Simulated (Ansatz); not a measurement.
CH3ClF (charge -1), closed shell: a pair in one relaxed arrangement.

The input file, in.yaml:

```yaml
crystal:
  periodic: [false, false, false]
  atoms:
    - {symbol: F, position_ang: [0.293614, -0.557648, -2.249143]}
    - {symbol: C, position_ang: [-0.166515, 0.126622, 0.337663]}
    - {symbol: Cl, position_ang: [1.152339, -0.089258, 1.556299]}
    - {symbol: H, position_ang: [0.156564, -0.197284, -0.704294]}
    - {symbol: H, position_ang: [-0.428497, 1.184698, 0.362642]}
    - {symbol: H, position_ang: [-1.007505, -0.467231, 0.696633]}
basis:
  gaussian: {orbitals: STO-3G}
total_charge: -1
hamiltonian: {xc: hf}
```

Run by:

```bash
ansatz run in.yaml --threads 2 --pin off --events-out ev --progress --plain --max-ram 5222MiB
```

Output of Ansatz 0.2.0:

```
Functional definition: HF
  name "HF"
  cite "Fock, Z. Phys. 61, 126 (1930) doi:10.1007/BF01340294"
  parent pbe
  exchange = exact_x
  correlation = 0
271 factors; integrals over basis functions are off by at most 3.8e-5 eV
mean field evaluation 1: about -16091.2163 eV, gradient 2.4e1 eV
mean field evaluation 2: about -16091.3277 eV, gradient 2.4e1 eV
mean field evaluation 4: about -16093.9245 eV, gradient 1.3e0 eV
mean field evaluation 8: about -16093.9276 eV, gradient 6.5e-4 eV
mean field -16093.92760530 eV, -591.4409306387 hartree, gradient 1.2e-5 eV, S^2 0.000000; 0 other end points of the search recorded, 0 dependent functions left out
reference -16093.92760530 eV, -591.4409306387 hartree; 18, 18 occupied and 4, 4 virtual orbitals, 271 factors
Total energy: -16093.92760530 eV, -591.4409306387 hartree
```

Hardware: 2 CPU threads of an Intel Xeon Platinum 8488C, shared host. Wall time about 0.1 s.
